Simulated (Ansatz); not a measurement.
Input file:

```yaml
crystal:
  periodic: [false, false, false]
  atoms:
    - {symbol: Al, position_ang: [0.000000, 0.000000, 1.569200]}
    - {symbol: N, position_ang: [0.000000, 0.000000, -0.216000]}
    - {symbol: N, position_ang: [0.000000, 0.000000, -1.353200]}
basis:
  gaussian: {orbitals: cc-pVTZ}
total_charge: 1
magnetization: {spin_polarized: true, initial_magnetization: 4}
correlation: {method: ccsd_t, electrons: outside_noble_gas}
output: {forces: true}
```

```sh
$ ansatz run in.yaml --threads 2 --pin off --events-out ev --progress --plain --max-ram 24576MiB --backend cuda --devices 0, --max-vram 18GiB
```

Log:

```
586 factors; integrals over basis functions are off by at most 1.2e-3 eV
mean field evaluation 1: about -9526.2878 eV, gradient 3.6e1 eV
mean field evaluation 2: about -9526.5351 eV, gradient 3.6e1 eV
mean field evaluation 4: about -9533.4340 eV, gradient 4.5e0 eV
mean field evaluation 8: about -9533.8131 eV, gradient 6.0e-1 eV
mean field evaluation 16: about -9533.8232 eV, gradient 1.7e-5 eV
mean field evaluation 32: about -9527.4371 eV, gradient 2.0e1 eV
mean field evaluation 64: about -9533.8596 eV, gradient 2.3e-1 eV
mean field evaluation 96: about -9531.4574 eV, gradient 2.7e0 eV
mean field evaluation 128: about -9533.8232 eV, gradient 1.6e-6 eV
mean field evaluation 160: about -9530.5098 eV, gradient 2.3e1 eV
...
mean field evaluation 1504: about -9531.4224 eV, gradient 1.1e-2 eV
mean field evaluation 1536: about -9530.5678 eV, gradient 1.7e0 eV
mean field evaluation 1568: about -9530.7422 eV, gradient 8.0e-2 eV
mean field evaluation 1600: about -9522.2457 eV, gradient 1.7e1 eV
mean field evaluation 1632: about -9530.1477 eV, gradient 1.6e-2 eV
mean field evaluation 1664: about -9529.6285 eV, gradient 7.4e-2 eV
mean field -9533.86329796 eV, -350.3630139152 hartree, gradient 5.8e-6 eV, S^2 6.062200; 19 other end points of the search recorded, 0 dependent functions left out
determinant -9533.86329796 eV, -350.3630139152 hartree, with singles and doubles -9543.25475685 eV, -350.7081436639 hartree
determinant -9533.82323817 eV, -350.3615417453 hartree, with singles and doubles -9543.57917150 eV, -350.7200656824 hartree
determinant -9532.64866773 eV, -350.3183770778 hartree, with singles and doubles -9541.60383063 eV, -350.6474732443 hartree
determinant -9531.63861756 eV, -350.2812584185 hartree, with singles and doubles -9540.96008240 eV, -350.6238159331 hartree
determinant -9531.42242193 eV, -350.2733133757 hartree, with singles and doubles -9540.46303428 eV, -350.6055497517 hartree
determinant -9530.74238188 eV, -350.2483223650 hartree, with singles and doubles -9540.48789040 eV, -350.6064631974 hartree
determinant -9533.86329796 eV, -350.3630139152 hartree, with singles and doubles -9543.22598565 eV, -350.7070863418 hartree
determinant -9533.82323817 eV, -350.3615417453 hartree, with singles and doubles -9543.56336901 eV, -350.7194849514 hartree
7 core orbitals not correlated: weight in the atoms' cores, before any rotation towards them, 1.000 or more for the frozen orbitals, at most 0.000 for the correlated occupied ones
reference -9533.82323817 eV, -350.3615417453 hartree; 8, 4 occupied and 79, 83 virtual orbitals, 586 factors
second order -9.28283178 eV of doubles, -0.00000000 eV of singles
cycle   1  -9.74012869 eV  change    2.1e-6 eV  update   3.4e-6
cycle   2  -9.74013046 eV  change   -1.8e-6 eV  update   2.6e-6
cycle   3  -9.74013009 eV  change    3.7e-7 eV  update   1.4e-6
cycle   4  -9.74012908 eV  change    1.0e-6 eV  update   5.5e-7
perturbative correction -0.50211102 eV, -0.0184522398 hartree
the calculation of the forces begins
Total energy: -9544.06547827 eV, -350.7379371266 hartree
Atom 0 at     0.000000     0.000000     1.569200 Å, force     0.000000     0.000000    -1.025363 eV/Å
Atom 1 at     0.000000     0.000000    -0.216000 Å, force     0.000000    -0.000000     8.909804 eV/Å
Atom 2 at     0.000000     0.000000    -1.353200 Å, force    -0.000000    -0.000000    -7.884441 eV/Å
Dipole moment:     0.000000     0.000000     0.569267 e Å
```

Forces (eV/Å):
```
Al   0.000  0.000 -1.025
N    0.000  0.000  8.910
N    0.000  0.000 -7.884
```

For the same geometry and basis RCCSDT(Q) lies 75.0 meV lower.

Ran on 2 threads of AMD EPYC 7R13 with a shared H100 80 GB, shared host: 22 s wall, 0.92 GiB peak host memory.
